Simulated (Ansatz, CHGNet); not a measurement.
Equilibrium volume per atom (Å³/atom) of solids drawn from the class of elemental solids other than molecular ones, at two levels: the machine-learned potential CHGNet 0.3.0 (trained on PBE and PBE+U data), and r²SCAN (plane waves, PAW; Ansatz, a first-principles code).

```tsv
solid	CHGNet 0.3.0	r²SCAN	shift (%)
hcp Co	10.90	10.64	-2.4
hcp Hf	22.38	22.35	-0.1
double-hcp La	37.73	37.27	-1.2
hcp Mg	22.85	22.57	-1.2
hcp Re	15.07	14.70	-2.5
hcp Tl	31.55	30.14	-4.5
α-phase Ga	20.73	19.19	-7.4
hcp Y	32.91	33.48	+1.7
hcp Tc	14.56	14.20	-2.5
hcp Os	14.36	14.02	-2.4
```

The shifts run from -7.4 % to +1.7 %, with a median of -2.4 %.

Of 10 rows, r²SCAN is the larger in 1 and the smaller in 9.

Ansatz's runs of these crystals have no spin polarisation, but for hcp Co. Meta-GGAs and exact exchange favour moments, which can bear on hcp Co, hcp Y.

Density-functional runs with spin start from parallel moments for hcp Co.

Spin–orbit coupling is left out, also for the solids with elements from indium on (hcp Hf, double-hcp La, hcp Re, hcp Tl, hcp Os); its size isn't shown.

Ansatz's density-functional and Hartree–Fock values are scalar-relativistic unless marked +SOC, with PAW data made under PBE.
